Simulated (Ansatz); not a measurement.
Results of PBEsol-D3(BJ) (Ansatz, a first-principles code, PAW) for chalcopyrite ZnSnAs₂.

Run with plane-wave cutoff 520 eV, 8×8×8 k mesh, Fermi–Dirac smearing 0.01 eV, scalar-relativistic PAW data made under PBE.

Energies at three volumes about the minimum:

| V (Å³/atom) | E − E_lowest (meV/atom) |
|---|---|
| 23.730 | 2.08 |
| 24.214 | 0.00 |
| 24.698 | 1.93 |

Question: Fit a parabola by hand: where is the minimum, and what is the bulk modulus?

Answer: Slopes: (0.00 − 2.08)/(24.214 − 23.730) = -4.298 and (1.93 − 0.00)/(24.698 − 24.214) = 3.988 meV/Å³. Curvature E″ = 2 × (3.988 − (-4.298))/(24.698 − 23.730) = 17.120 meV/Å⁶. From the middle of the first interval, the slope vanishes at V0 = 23.9720 − (-4.298)/17.120 = 24.223 Å³/atom. B = V0 E″ = 24.223 × 17.120 meV/Å³ × 0.1602 GPa per meV/Å³ = 66.4 GPa. The full Birch–Murnaghan fit to all volumes gives V0 = 24.214 Å³/atom and B0 = 66.4 GPa.

Shape and atoms are relaxed at each volume.

Note: the bulk modulus comes from volumes at which shape and atoms were relaxed.
